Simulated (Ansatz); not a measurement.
## bcc Nb

Level of theory: BLYP in Ansatz (plane waves, PAW).

Settings: plane-wave cutoff 520 eV, 24×24×24 k mesh, Fermi–Dirac smearing 0.05 eV, no spin polarisation, scalar-relativistic PAW data made under PBE.

Cell: relaxed at this level.

```
Quantity                                            Value
------------------------------------------  -------------
equilibrium volume per atom                 18.82 Å³/atom
bulk modulus B0                                   156 GPa
equilibrium lattice constant a                    3.352 Å
band gap                                             none
pressure derivative B′ of the bulk modulus            3.9
```

Measured, for comparison: equilibrium volume per atom 17.87 Å³/atom, lattice constant a 3.294 Å (static lattice: zero-point anharmonic expansion removed; as tabulated in Mejia-Rodriguez and Trickey (2018), arXiv:1807.09216); bulk modulus 173 GPa (0 K value with the zero-point phonon effect removed; as tabulated in Mejia-Rodriguez and Trickey (2018), arXiv:1807.09216). Computed (rounded) less measured: equilibrium volume per atom +5.3 %, bulk modulus -10 %, lattice constant a +1.8 %.

Spin–orbit coupling is not included.

The computed numbers hold no vibrational or temperature effects.

Ansatz is a program for electronic structure.
